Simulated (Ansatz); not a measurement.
Rock-salt PbSe, relaxed in Ansatz (plane waves) with several semilocal functionals. Each gives its own volume and its own bulk modulus:

```tsv
level	V0 (Å³/atom)	bulk modulus (GPa)	ln V0	ln B0
LDA	27.559	57.39	3.3163	4.0499
r²SCAN	29.474	51.45	3.3835	3.9406
PBE	30.050	46.70	3.4029	3.8437
```

Question: Fit a straight line to ln B0 against ln V0. What does it predict for PBEsol, whose volume is 28.416 Å³/atom?

Answer: With x = ln V0 and y = ln B0: means 3.36757 and 3.94473; Σ(Δx Δy) = -0.009027, Σ(Δx²) = 0.004131, so the slope is -2.19. At x = 3.3470 the line gives y = 3.94473 + (-2.19) × (3.3470 − 3.36757) = 3.9898, or 54.04 GPa. The run with PBEsol gives 53.37 GPa, -1.2 % from the line. The rows used scatter about it by up to 3.1 %, while the largest value lies 23 % above the smallest. For comparison, PBE's own equation of state has B′ = 4.4, the slope −d ln B/d ln V at a fixed functional; the two needn't agree, since functionals also differ at one volume.

Measured: 47.9 ± 0.4 GPa (measured, 298 K, no zero-point or thermal correction, isothermal, neutron diffraction, our sources range from 47.9 to 54.1; as tabulated in Knight et al. (2022), doi:10.1039/d1ma01093j).

Ansatz's density-functional and Hartree–Fock values are scalar-relativistic unless marked +SOC, with PAW data made under PBE.

Ansatz is a program for electronic structure.
